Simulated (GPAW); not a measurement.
**SiH4S2 (Si(SH)2H2) at 3 levels**

Aim: a comparison of 3 runs (PBE/real-space grid, AM05/dz(dzp), PBE/dzp) of SiH4S2 (Si(SH)2H2). 

The results are computed with GPAW 26.7.0.

2 further runs of the same task are left out: 1 for a known fault of the program, 1 that didn't finish.

## (1) Starting point

SiH4S2 has 7 atoms, charge 0, and is taken as a singlet. As SMILES, `[H][Si]([H])(S)S`. The shape is that of a GFN2-xTB optimisation. This is one conformer, not always the lowest.

Bond lengths: Si1–S2 2.149 Å, Si1–S4 2.149 Å, S2–H3 1.326 Å, S4–H5 1.326 Å, Si1–H6 1.449 Å, Si1–H7 1.449 Å. Angles: S2–Si1–S4 111.0°, Si1–S2–H3 97.0°, S2–Si1–H6 110.7°, S2–Si1–H7 104.1°, S4–Si1–H6 104.1°, S4–Si1–H7 110.7°, Si1–S4–H5 97.0°, H6–Si1–H7 116.4°.

## (2) Energy and one-electron properties at PBE/real-space grid (scalar-relativistic datasets) (run 1)

The input, gs.xyz:

```xyz
7

Si    -0.583400     0.014250    -0.409250
S     -0.603500     0.007430     1.739450
H      0.303320     0.958540     1.913240
S      1.430050    -0.028830    -1.160560
H      1.870060    -1.011260    -0.387070
H     -1.124790     1.256010    -0.923000
H     -1.291740    -1.196140    -0.772830
```

The input, calc.py:

```python
import numpy as np
from ase.io import read
from ase.units import Debye
from gpaw import GPAW

atoms = read('gs.xyz')
atoms.center(vacuum=4.5)

dft = GPAW(mode='fd', h=0.18, xc='PBE', maxiter=150, txt='-')
atoms.calc = dft

energy = atoms.get_potential_energy()
print(f'Energy                  {energy:.5f} eV')
forces = atoms.get_forces()
print('Forces (eV/Ang)')
for symbol, f in zip(atoms.symbols, forces):
    print(f'{symbol:2} {f[0]:9.4f} {f[1]:9.4f} {f[2]:9.4f}')
dipole = atoms.get_dipole_moment() / Debye
print(f'Dipole                  {np.linalg.norm(dipole):.3f} D')
homo, lumo = dft.get_homo_lumo()
print(f'HOMO: {homo:.3f} eV')
print(f'LUMO = {lumo:.3f} eV')
print(f'Gap = {lumo - homo:.3f} eV')
```

Run with:

```
$ python3 calc.py
```

Output:

```text
[...]
Number of symmetries: 1
[...]
  Number of IBZ points: 1
[...]
Spin-components: 1 (collinear spins)
Bands:           16
[...]
  Valence electrons: 20.0
[...]
  Grid points: [68 64 68]
  Charge: 0.0  # |e|
[...]
    cutoffs:
[...]
occupation numbers:
  # Zero width
[...]
xc functional:
  name: PBE with 2 nearest neighbor stencil
[...]
|iter     |     time |      energy | eigst |  dens |
[...]
|iter:   1| 00:00:05 |  -29.313087 | +1.06 |       |
[...]
|iter:  14| 00:00:41 |  -28.225277c| -7.61c| -5.61c|
Converged in 14 steps
[...]
Energy contributions relative to reference atoms: (reference = -29651.544694)
Energy contributions:
  Kinetic:          36.385812
  Coulomb:         -38.666324
  Zero:              0.239428
  External:          0.000000
  Xc:              -26.184194
  Entropy:           0.000000
  Spinorbit:         0.000000
  ----------------------------
  Free energy:     -28.225277
  Extrapolated:    -28.225277
dipole moment: (-0.008022, 0.000460, -0.004155)  # |e|*Ang
Fermi level: -3.714
[...]
Gap: 5.067 eV
Transition (v -> c):
[...]
Forces (eV/Ang)
Si    1.1175   -0.0250    0.7717
S    -0.6739   -0.7474    0.1383
H     0.4897    0.5859   -0.0451
S    -0.0369    0.7277   -0.6484
H     0.1033   -0.5996    0.4639
H    -0.3871    0.5587   -0.4799
H    -0.6016   -0.5355   -0.2108
Dipole                  0.043 D
HOMO: -6.248 eV
LUMO = -1.181 eV
Gap = 5.067 eV
```

It took 43 s on 1 thread of Arm Neoverse N1, shared host; peak memory 0.77 GiB.

## (3) Energy and one-electron properties at AM05/dz(dzp) (scalar-relativistic datasets) (run 2)

The input, mol.xyz:

```xyz
7

Si    -0.583400     0.014250    -0.409250
S     -0.603500     0.007430     1.739450
H      0.303320     0.958540     1.913240
S      1.430050    -0.028830    -1.160560
H      1.870060    -1.011260    -0.387070
H     -1.124790     1.256010    -0.923000
H     -1.291740    -1.196140    -0.772830
```

The input, calc.py:

```python
from ase.io import read
from gpaw import GPAW, setup_paths
from gpaw.atom.configurations import parameters
from gpaw.atom.generator import Generator

mol = read('mol.xyz')
mol.center(vacuum=5.0)

for symbol in ['H', 'S', 'Si']:
    Generator(symbol, xcname='AM05', scalarrel=True, nofiles=True, txt=None).run(**parameters[symbol])
setup_paths.insert(0, '.')

calc = GPAW(mode='lcao', basis='dz(dzp)', h=0.22, xc='AM05', maxiter=100, txt='-')
mol.calc = calc

energy = mol.get_potential_energy()
print(f'Energy = {energy:.5f} eV')
forces = mol.get_forces()
print('Forces (eV/Ang)')
for symbol, f in zip(mol.symbols, forces):
    print(f'{symbol:2} {f[0]:9.4f} {f[1]:9.4f} {f[2]:9.4f}')
```

Run with:

```
$ python calc.py
```

Output:

```text
[...]
Number of symmetries: 1
[...]
  Number of IBZ points: 1
[...]
basis functions: 32
Spin-components: 1 (collinear spins)
Bands:           16
[...]
  Valence electrons: 20.0
[...]
  Grid points: [60 56 60]
  Charge: 0.0  # |e|
[...]
    cutoffs:
[...]
occupation numbers:
  # Zero width
[...]
xc functional:
  name: AM05 with 2 nearest neighbor stencil
[...]
|iter     |     time |      energy | eigst |  dens |
[...]
|iter:   1| 00:00:06 |  -25.014419 |      c|       |
[...]
|iter:   8| 00:00:14 |  -24.103207c|      c| -4.24c|
Converged in 8 steps
[...]
Energy contributions relative to reference atoms: (reference = -29567.050792)
Energy contributions:
  Kinetic:          53.262078
  Coulomb:         -50.669027
  Zero:              0.084794
  External:          0.000000
  Xc:              -26.781051
  Entropy:           0.000000
  Spinorbit:         0.000000
  ----------------------------
  Free energy:     -24.103207
  Extrapolated:    -24.103207
dipole moment: (-0.013821, 0.000651, -0.008085)  # |e|*Ang
Fermi level: -3.165
[...]
Gap: 5.558 eV
Transition (v -> c):
[...]
Forces (eV/Ang)
Si    0.1020   -0.0013    0.0840
S    -1.4528   -1.6150    1.3399
H     1.3934    1.5929    0.3330
S     0.7301    1.6212   -1.7726
H     0.7187   -1.6494    1.1441
H    -0.5816    1.0197   -0.7097
H    -0.8951   -0.9877   -0.3245
```

Wall time 17 s (1 thread of Arm Neoverse N1, shared host); peak memory 0.51 GiB.

## (4) Energy and one-electron properties at PBE/dzp (scalar-relativistic datasets) (run 3)

The input, gs.py:

```python
import numpy as np
from ase import Atoms
from ase.units import Debye
from gpaw import GPAW

mol = Atoms(["Si", "S", "H", "S", "H", "H", "H"],
    positions=[[ -0.583400,   0.014250,  -0.409250],
               [ -0.603500,   0.007430,   1.739450],
               [  0.303320,   0.958540,   1.913240],
               [  1.430050,  -0.028830,  -1.160560],
               [  1.870060,  -1.011260,  -0.387070],
               [ -1.124790,   1.256010,  -0.923000],
               [ -1.291740,  -1.196140,  -0.772830]])
mol.center(vacuum=4.5)

calc = GPAW(mode="lcao", basis="dzp", h=0.18, xc="PBE", maxiter=150, txt="-")
mol.calc = calc

energy = mol.get_potential_energy()
print(f"Energy: {energy:.5f} eV")
forces = mol.get_forces()
print("Forces (eV/Ang)")
for symbol, f in zip(mol.symbols, forces):
    print(f'{symbol:2} {f[0]:9.4f} {f[1]:9.4f} {f[2]:9.4f}')
dipole = mol.get_dipole_moment() / Debye
print(f"Dipole: {np.linalg.norm(dipole):.3f} D")
homo, lumo = calc.get_homo_lumo()
print(f"HOMO: {homo:.3f} eV")
print(f"LUMO: {lumo:.3f} eV")
print(f"Gap = {lumo - homo:.3f} eV")
```

Run with:

```
$ python3 -u gs.py | tee gs.out
```

Output:

```text
[...]
Number of symmetries: 1
[...]
  Number of IBZ points: 1
[...]
basis functions: 59
Spin-components: 1 (collinear spins)
Bands:           16
[...]
  Valence electrons: 20.0
[...]
  Grid points: [68 64 68]
  Charge: 0.0  # |e|
[...]
    cutoffs:
[...]
occupation numbers:
  # Zero width
[...]
xc functional:
  name: PBE with 2 nearest neighbor stencil
[...]
|iter     |     time |      energy | eigst |  dens |
[...]
|iter:   1| 00:00:09 |  -27.602485 |      c|       |
[...]
|iter:   8| 00:00:18 |  -26.941937c|      c| -4.08c|
Converged in 8 steps
[...]
Energy contributions relative to reference atoms: (reference = -29651.544694)
Energy contributions:
  Kinetic:          34.773475
  Coulomb:         -35.108642
  Zero:             -0.065983
  External:          0.000000
  Xc:              -26.540786
  Entropy:           0.000000
  Spinorbit:         0.000000
  ----------------------------
  Free energy:     -26.941937
  Extrapolated:    -26.941937
dipole moment: (0.022465, -0.000297, 0.017469)  # |e|*Ang
Fermi level: -3.172
[...]
Gap: 5.382 eV
Transition (v -> c):
[...]
Forces (eV/Ang)
Si    1.2586   -0.0290    0.8822
S    -1.0240   -1.1205    0.2389
H     0.8044    0.9215   -0.0224
S    -0.0509    1.1119   -0.9992
H     0.2222   -0.9445    0.7526
H    -0.4619    0.7244   -0.5924
H    -0.7324   -0.6928   -0.2524
Dipole: 0.137 D
HOMO: -5.863 eV
LUMO: -0.481 eV
Gap = 5.382 eV
```

Wall time 19 s (1 thread of Arm Neoverse N1, shared host); peak memory 0.72 GiB.

## (5) The series

| run | level | mode | grid spacing | energy (Eh) | dipole moment (D) | HOMO energy (eV) | LUMO energy (eV) | wall time |
| --- | --- | --- | --- | --- | --- | --- | --- | --- |
| 1 | PBE/real-space grid (scalar-relativistic datasets) | fd | 0.18 | -1090.711429 | 0.04 | -6.25 | -1.18 | 43 s |
| 2 | AM05/dz(dzp) (scalar-relativistic datasets) | lcao | 0.22 | -1087.454852 | 0.08 | -5.94 | -0.39 | 17 s |
| 3 | PBE/dzp (scalar-relativistic datasets) | lcao | 0.18 | -1090.664267 | 0.14 | -5.86 | -0.48 | 19 s |

## (6) Outcome

| quantity | value |
| --- | --- |
| run 3: energy as printed (from the program's reference atoms) | -26.9419 eV |
| run 3: dipole moment | 0.14 D |
| run 3: HOMO energy | -5.86 eV |
| run 3: LUMO energy | -0.48 eV |
| run 3: HOMO–LUMO gap | 5.38 eV |
| run 3: largest force on an atom | 1.537 eV/Å |

The dipole moment (its size) runs from 0.04 D (PBE/real-space grid) to 0.14 D (PBE/dzp). The two dipoles point in opposite directions. The HOMO–LUMO gap runs from 5.07 eV (PBE/real-space grid) to 5.56 eV (AM05/dz(dzp)). The two ends differ in method and basis. Totals of different functionals can't be ranked against each other. All runs together took 78 s, the longest 43 s.
